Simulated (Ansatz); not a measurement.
CH$_{5}$N (SMILES CN), singlet: a trajectory.

Input (in.yaml):

```yaml
crystal:
  periodic: [false, false, false]
  atoms:
    - {symbol: C, position_ang: [-0.477950, -0.138640, -0.285380]}
    - {symbol: N, position_ang: [0.796750, 0.390120, 0.168310]}
    - {symbol: H, position_ang: [-0.976220, -0.803400, 0.434790]}
    - {symbol: H, position_ang: [-0.314090, -0.693040, -1.208620]}
    - {symbol: H, position_ang: [-1.143400, 0.696820, -0.498880]}
    - {symbol: H, position_ang: [1.442080, -0.368580, 0.363240]}
    - {symbol: H, position_ang: [0.672830, 0.916720, 1.026530]}
basis:
  gaussian: {orbitals: cc-pVDZ}
hamiltonian: {xc: {name: BLYP}, dispersion: d4}
md: {n_steps: 60, timestep: 1.0, temperature: 1000, ensemble: nve, seed: 76, initial_velocities: maxwell_boltzmann}
```

Run by:

```bash
ansatz run in.yaml --threads 2 --pin off --events-out ev --progress --plain --max-ram 3481MiB
```

What Ansatz 0.2.0 printed:

```
Functional definition: BLYP
  name "BLYP"
  cite "Becke, Phys. Rev. A 38, 3098 (1988) doi:10.1103/PhysRevA.38.3098"
  cite "Lee, Yang & Parr, Phys. Rev. B 37, 785 (1988) doi:10.1103/PhysRevB.37.785"
  parameter beta = 0.0042
  parameter a = 0.04918
  parameter b = 0.132
  parameter c = 0.2533
  parameter d = 0.349
  exchange = b88_x(beta = beta)
  correlation = lyp_c(a = a, b = b, c = c, d = d)
668 factors; their error is unknown
mean field evaluation 1: about -2598.3803 eV, gradient 6.1e1 eV
mean field evaluation 2: about -2583.3422 eV, gradient 9.8e1 eV
mean field evaluation 4: about -2606.7509 eV, gradient 5.6e0 eV
mean field evaluation 8: about -2606.7942 eV, gradient 2.4e-2 eV
mean field -2606.79416195 eV, -95.7979185031 hartree, gradient 5.1e-5 eV, S^2 0.000000; 0 other end points of the search recorded, 0 dependent functions left out
the calculation of the forces begins
reference -2606.79439922 eV, -95.7979272228 hartree; 9, 9 occupied and 44, 44 virtual orbitals, 668 factors
md step     0: t =     0.00 fs  T =  1000.0 K  F+E_penalty+E_count = -2606.92878293 eV  E_kin = 0.646300 eV  conserved = -2606.28248294 eV  (22 SCF iters)
md step     1: t =     1.00 fs  T =   796.1 K  F+E_penalty+E_count = -2606.77748563 eV  E_kin = 0.514488 eV  conserved = -2606.26299778 eV  (26 SCF iters, 5 dispersion substeps)
md step     2: t =     2.00 fs  T =   451.6 K  F+E_penalty+E_count = -2606.53025920 eV  E_kin = 0.291841 eV  conserved = -2606.23841824 eV  (26 SCF iters, 5 dispersion substeps)
md step     3: t =     3.00 fs  T =   404.3 K  F+E_penalty+E_count = -2606.51364282 eV  E_kin = 0.261299 eV  conserved = -2606.25234340 eV  (27 SCF iters, 5 dispersion substeps)
md step     4: t =     4.00 fs  T =   484.7 K  F+E_penalty+E_count = -2606.57071162 eV  E_kin = 0.313289 eV  conserved = -2606.25742236 eV  (26 SCF iters, 5 dispersion substeps)
md step     5: t =     5.00 fs  T =   516.9 K  F+E_penalty+E_count = -2606.58945552 eV  E_kin = 0.334090 eV  conserved = -2606.25536538 eV  (27 SCF iters, 5 dispersion substeps)
md step     6: t =     6.00 fs  T =   493.9 K  F+E_penalty+E_count = -2606.57743443 eV  E_kin = 0.319175 eV  conserved = -2606.25825896 eV  (28 SCF iters, 5 dispersion substeps)
md step     7: t =     7.00 fs  T =   410.2 K  F+E_penalty+E_count = -2606.51767084 eV  E_kin = 0.265086 eV  conserved = -2606.25258513 eV  (27 SCF iters, 5 dispersion substeps)
md step     8: t =     8.00 fs  T =   413.8 K  F+E_penalty+E_count = -2606.51297592 eV  E_kin = 0.267435 eV  conserved = -2606.24554057 eV  (27 SCF iters, 5 dispersion substeps)
md step     9: t =     9.00 fs  T =   597.1 K  F+E_penalty+E_count = -2606.64741866 eV  E_kin = 0.385896 eV  conserved = -2606.26152297 eV  (27 SCF iters, 5 dispersion substeps)
md step    10: t =    10.00 fs  T =   690.4 K  F+E_penalty+E_count = -2606.71550491 eV  E_kin = 0.446207 eV  conserved = -2606.26929782 eV  (26 SCF iters, 5 dispersion substeps)
md step    11: t =    11.00 fs  T =   562.9 K  F+E_penalty+E_count = -2606.61615419 eV  E_kin = 0.363824 eV  conserved = -2606.25233001 eV  (28 SCF iters, 5 dispersion substeps)
md step    12: t =    12.00 fs  T =   520.1 K  F+E_penalty+E_count = -2606.58211241 eV  E_kin = 0.336131 eV  conserved = -2606.24598174 eV  (27 SCF iters, 5 dispersion substeps)
md step    13: t =    13.00 fs  T =   656.2 K  F+E_penalty+E_count = -2606.68740080 eV  E_kin = 0.424075 eV  conserved = -2606.26332562 eV  (27 SCF iters, 5 dispersion substeps)
md step    14: t =    14.00 fs  T =   679.1 K  F+E_penalty+E_count = -2606.70018121 eV  E_kin = 0.438894 eV  conserved = -2606.26128673 eV  (27 SCF iters, 5 dispersion substeps)
md step    15: t =    15.00 fs  T =   540.7 K  F+E_penalty+E_count = -2606.60422341 eV  E_kin = 0.349448 eV  conserved = -2606.25477498 eV  (27 SCF iters, 5 dispersion substeps)
md step    16: t =    16.00 fs  T =   368.2 K  F+E_penalty+E_count = -2606.48904548 eV  E_kin = 0.237974 eV  conserved = -2606.25107147 eV  (24 SCF iters, 5 dispersion substeps)
md step    17: t =    17.00 fs  T =   302.2 K  F+E_penalty+E_count = -2606.43696946 eV  E_kin = 0.195330 eV  conserved = -2606.24163975 eV  (27 SCF iters, 5 dispersion substeps)
md step    18: t =    18.00 fs  T =   512.4 K  F+E_penalty+E_count = -2606.57865740 eV  E_kin = 0.331185 eV  conserved = -2606.24747248 eV  (26 SCF iters, 5 dispersion substeps)
md step    19: t =    19.00 fs  T =   834.6 K  F+E_penalty+E_count = -2606.81291910 eV  E_kin = 0.539380 eV  conserved = -2606.27353926 eV  (28 SCF iters, 5 dispersion substeps)
md step    20: t =    20.00 fs  T =   794.7 K  F+E_penalty+E_count = -2606.78882679 eV  E_kin = 0.513637 eV  conserved = -2606.27518964 eV  (28 SCF iters, 5 dispersion substeps)
md step    21: t =    21.00 fs  T =   418.1 K  F+E_penalty+E_count = -2606.51173332 eV  E_kin = 0.270210 eV  conserved = -2606.24152355 eV  (27 SCF iters, 5 dispersion substeps)
md step    22: t =    22.00 fs  T =   318.6 K  F+E_penalty+E_count = -2606.44372622 eV  E_kin = 0.205936 eV  conserved = -2606.23779018 eV  (27 SCF iters, 5 dispersion substeps)
md step    23: t =    23.00 fs  T =   588.9 K  F+E_penalty+E_count = -2606.64503678 eV  E_kin = 0.380615 eV  conserved = -2606.26442145 eV  (28 SCF iters, 5 dispersion substeps)
md step    24: t =    24.00 fs  T =   742.3 K  F+E_penalty+E_count = -2606.74654452 eV  E_kin = 0.479737 eV  conserved = -2606.26680775 eV  (28 SCF iters, 5 dispersion substeps)
md step    25: t =    25.00 fs  T =   615.5 K  F+E_penalty+E_count = -2606.65739250 eV  E_kin = 0.397817 eV  conserved = -2606.25957551 eV  (27 SCF iters, 5 dispersion substeps)
md step    26: t =    26.00 fs  T =   338.2 K  F+E_penalty+E_count = -2606.47127406 eV  E_kin = 0.218573 eV  conserved = -2606.25270121 eV  (28 SCF iters, 5 dispersion substeps)
md step    27: t =    27.00 fs  T =   117.8 K  F+E_penalty+E_count = -2606.31633735 eV  E_kin = 0.076107 eV  conserved = -2606.24023065 eV  (27 SCF iters, 5 dispersion substeps)
md step    28: t =    28.00 fs  T =   216.1 K  F+E_penalty+E_count = -2606.37946152 eV  E_kin = 0.139682 eV  conserved = -2606.23977958 eV  (28 SCF iters, 5 dispersion substeps)
md step    29: t =    29.00 fs  T =   597.5 K  F+E_penalty+E_count = -2606.64989206 eV  E_kin = 0.386172 eV  conserved = -2606.26372022 eV  (27 SCF iters, 5 dispersion substeps)
md step    30: t =    30.00 fs  T =   793.7 K  F+E_penalty+E_count = -2606.79136096 eV  E_kin = 0.512960 eV  conserved = -2606.27840096 eV  (26 SCF iters, 5 dispersion substeps)
md step    31: t =    31.00 fs  T =   556.4 K  F+E_penalty+E_count = -2606.61693499 eV  E_kin = 0.359628 eV  conserved = -2606.25730731 eV  (27 SCF iters, 5 dispersion substeps)
md step    32: t =    32.00 fs  T =   325.3 K  F+E_penalty+E_count = -2606.44656465 eV  E_kin = 0.210225 eV  conserved = -2606.23633952 eV  (28 SCF iters, 5 dispersion substeps)
md step    33: t =    33.00 fs  T =   476.6 K  F+E_penalty+E_count = -2606.56266695 eV  E_kin = 0.308033 eV  conserved = -2606.25463363 eV  (27 SCF iters, 5 dispersion substeps)
md step    34: t =    34.00 fs  T =   727.0 K  F+E_penalty+E_count = -2606.73365969 eV  E_kin = 0.469835 eV  conserved = -2606.26382470 eV  (23 SCF iters, 5 dispersion substeps)
md step    35: t =    35.00 fs  T =   792.3 K  F+E_penalty+E_count = -2606.77689259 eV  E_kin = 0.512052 eV  conserved = -2606.26484078 eV  (27 SCF iters, 5 dispersion substeps)
md step    36: t =    36.00 fs  T =   624.1 K  F+E_penalty+E_count = -2606.66215028 eV  E_kin = 0.403353 eV  conserved = -2606.25879721 eV  (27 SCF iters, 5 dispersion substeps)
md step    37: t =    37.00 fs  T =   387.5 K  F+E_penalty+E_count = -2606.49334769 eV  E_kin = 0.250409 eV  conserved = -2606.24293826 eV  (27 SCF iters, 5 dispersion substeps)
md step    38: t =    38.00 fs  T =   389.7 K  F+E_penalty+E_count = -2606.49399170 eV  E_kin = 0.251895 eV  conserved = -2606.24209679 eV  (27 SCF iters, 5 dispersion substeps)
md step    39: t =    39.00 fs  T =   621.8 K  F+E_penalty+E_count = -2606.66580309 eV  E_kin = 0.401855 eV  conserved = -2606.26394825 eV  (27 SCF iters, 5 dispersion substeps)
md step    40: t =    40.00 fs  T =   674.0 K  F+E_penalty+E_count = -2606.70923513 eV  E_kin = 0.435616 eV  conserved = -2606.27361962 eV  (26 SCF iters, 5 dispersion substeps)
md step    41: t =    41.00 fs  T =   432.7 K  F+E_penalty+E_count = -2606.52590284 eV  E_kin = 0.279670 eV  conserved = -2606.24623242 eV  (26 SCF iters, 5 dispersion substeps)
md step    42: t =    42.00 fs  T =   393.8 K  F+E_penalty+E_count = -2606.49760576 eV  E_kin = 0.254523 eV  conserved = -2606.24308273 eV  (27 SCF iters, 5 dispersion substeps)
md step    43: t =    43.00 fs  T =   617.1 K  F+E_penalty+E_count = -2606.66892731 eV  E_kin = 0.398857 eV  conserved = -2606.27007051 eV  (28 SCF iters, 5 dispersion substeps)
md step    44: t =    44.00 fs  T =   644.9 K  F+E_penalty+E_count = -2606.67967277 eV  E_kin = 0.416781 eV  conserved = -2606.26289206 eV  (28 SCF iters, 5 dispersion substeps)
md step    45: t =    45.00 fs  T =   488.7 K  F+E_penalty+E_count = -2606.56896628 eV  E_kin = 0.315816 eV  conserved = -2606.25315061 eV  (27 SCF iters, 5 dispersion substeps)
md step    46: t =    46.00 fs  T =   351.2 K  F+E_penalty+E_count = -2606.47738813 eV  E_kin = 0.226998 eV  conserved = -2606.25038973 eV  (27 SCF iters, 5 dispersion substeps)
md step    47: t =    47.00 fs  T =   350.6 K  F+E_penalty+E_count = -2606.47186094 eV  E_kin = 0.226569 eV  conserved = -2606.24529218 eV  (27 SCF iters, 5 dispersion substeps)
md step    48: t =    48.00 fs  T =   543.7 K  F+E_penalty+E_count = -2606.60586329 eV  E_kin = 0.351401 eV  conserved = -2606.25446191 eV  (27 SCF iters, 5 dispersion substeps)
md step    49: t =    49.00 fs  T =   728.0 K  F+E_penalty+E_count = -2606.73964718 eV  E_kin = 0.470519 eV  conserved = -2606.26912777 eV  (27 SCF iters, 5 dispersion substeps)
md step    50: t =    50.00 fs  T =   609.8 K  F+E_penalty+E_count = -2606.66239132 eV  E_kin = 0.394132 eV  conserved = -2606.26825885 eV  (26 SCF iters, 5 dispersion substeps)
md step    51: t =    51.00 fs  T =   304.1 K  F+E_penalty+E_count = -2606.43396986 eV  E_kin = 0.196528 eV  conserved = -2606.23744169 eV  (26 SCF iters, 5 dispersion substeps)
md step    52: t =    52.00 fs  T =   368.2 K  F+E_penalty+E_count = -2606.47830559 eV  E_kin = 0.237983 eV  conserved = -2606.24032224 eV  (23 SCF iters, 5 dispersion substeps)
md step    53: t =    53.00 fs  T =   763.3 K  F+E_penalty+E_count = -2606.76248957 eV  E_kin = 0.493311 eV  conserved = -2606.26917842 eV  (28 SCF iters, 5 dispersion substeps)
md step    54: t =    54.00 fs  T =   935.9 K  F+E_penalty+E_count = -2606.87449147 eV  E_kin = 0.604875 eV  conserved = -2606.26961645 eV  (27 SCF iters, 5 dispersion substeps)
md step    55: t =    55.00 fs  T =   760.9 K  F+E_penalty+E_count = -2606.75257564 eV  E_kin = 0.491801 eV  conserved = -2606.26077483 eV  (28 SCF iters, 5 dispersion substeps)
md step    56: t =    56.00 fs  T =   456.3 K  F+E_penalty+E_count = -2606.53998990 eV  E_kin = 0.294933 eV  conserved = -2606.24505669 eV  (28 SCF iters, 5 dispersion substeps)
md step    57: t =    57.00 fs  T =   374.1 K  F+E_penalty+E_count = -2606.47919406 eV  E_kin = 0.241755 eV  conserved = -2606.23743952 eV  (28 SCF iters, 5 dispersion substeps)
md step    58: t =    58.00 fs  T =   636.5 K  F+E_penalty+E_count = -2606.66702459 eV  E_kin = 0.411356 eV  conserved = -2606.25566904 eV  (27 SCF iters, 5 dispersion substeps)
md step    59: t =    59.00 fs  T =   886.0 K  F+E_penalty+E_count = -2606.84613016 eV  E_kin = 0.572631 eV  conserved = -2606.27349906 eV  (27 SCF iters, 5 dispersion substeps)
md step    60: t =    60.00 fs  T =   737.7 K  F+E_penalty+E_count = -2606.74851834 eV  E_kin = 0.476775 eV  conserved = -2606.27174317 eV  (24 SCF iters, 5 dispersion substeps)
Total energy: -2606.74875359 eV, -95.7962497766 hartree
Atom 0 at    -0.481021    -0.140077    -0.288610 Å, force    -1.149676    -0.971000    -0.423111 eV/Å
Atom 1 at     0.830116     0.400015     0.160969 Å, force    -2.173362     1.914623     0.449109 eV/Å
Atom 2 at    -0.974765    -0.870742     0.459996 Å, force     0.203952     0.782474    -0.512926 eV/Å
Atom 3 at    -0.493846    -0.750372    -1.257606 Å, force     0.607835     0.666032     0.636559 eV/Å
Atom 4 at    -1.194987     0.727709    -0.487231 Å, force     0.550808    -0.692627     0.310943 eV/Å
Atom 5 at     1.418591    -0.338932     0.472028 Å, force     0.912490    -1.406173     0.473022 eV/Å
Atom 6 at     0.499143     0.860476     1.070370 Å, force     1.047953    -0.293330    -0.933596 eV/Å
Dipole moment:    -0.085499    -0.154187     0.218041 e Å

[the SCF lines of later steps are left out]
```

The lines “mean field evaluation” count trial sets of orbitals through the whole run, from several starts and some on an approximate energy, so they need not fall steadily or lie above the final value.

The run took about 69 s on 2 CPU threads of an Intel Xeon (shared host).
